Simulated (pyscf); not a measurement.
## Elimination: H₃Ge–SeH → H₂Ge=Se + H₂

Gas phase, singlet surface, charge 0. Bonds broken: Se1–H3, Ge2–H5. Bonds formed: H3–H5. Structures and frequencies: ωB97X-D3(BJ)/def2-SVP in PySCF.

Transition state (Å):

```xyz
6

Se     0.6289    -1.1931    -0.5599
Ge    -1.0130     0.3403    -0.4263
H     -0.8873    -1.0175     0.7066
H     -2.2805     0.2874    -1.2914
H     -1.6913    -0.5027     0.9891
H     -0.8296     1.7061     0.2510
```

One imaginary mode, 1425i cm⁻¹; descent along it reached the two sides named.

```csv
bond,change,reactant side (Å),saddle,product side
Se1–H3,breaks,1.462,1.983,4.0
Ge2–H5,breaks,1.534,1.782,3.1
H3–H5,forms,3.1,0.996,0.761
```

Electronic energies relative to the reactant's lowest minimum found (kcal/mol):

```json
[
 {"level": "ωB97X-D3(BJ)/def2-TZVP", "barrier": "58.1", "reaction energy": "+30.1", "reverse barrier": "28.0"},
 {"level": "PBE/def2-TZVP", "barrier": "49.0", "reaction energy": "+24.5", "reverse barrier": "24.4"},
 {"level": "r²SCAN/def2-TZVP", "barrier": "51.9", "reaction energy": "+26.8", "reverse barrier": "25.1"},
 {"level": "B3LYP-D3(BJ)/def2-TZVP", "barrier": "54.4", "reaction energy": "+25.3", "reverse barrier": "29.1"},
 {"level": "PBE0-D3(BJ)/def2-TZVP", "barrier": "52.9", "reaction energy": "+28.9", "reverse barrier": "24.0"},
 {"level": "M06-2X/def2-TZVP", "barrier": "53.0", "reaction energy": "+24.9", "reverse barrier": "28.1"},
 {"level": "ωB97M-D3(BJ)/def2-TZVP", "barrier": "56.7", "reaction energy": "+28.6", "reverse barrier": "28.1"},
 {"level": "HF/def2-TZVP", "barrier": "66.8", "reaction energy": "+29.1", "reverse barrier": "37.6"}
]
```

With ωB97M-D3(BJ)/def2-TZVP energies and thermal terms (ideal gas, 1 atm, RRHO with modes under 100 cm⁻¹ raised to 100, one conformer, R ln 2 for chiral ones without a mode under 150 cm⁻¹), in kcal/mol:

```csv
T (K),ΔH‡,ΔG‡,ΔH,ΔG
298,54.5,55.4,+26.1,+18.7
600,53.9,56.6,+26.5,+11.1
900,53.5,58.0,+26.2,+3.4
1200,53.1,59.6,+25.6,-4.1
```

At the saddle there is also a short Ge–H contact that neither side keeps. One saddle was located; it need not be the lowest between these sides. Elements up to Kr have no core potential and no relativistic terms here.
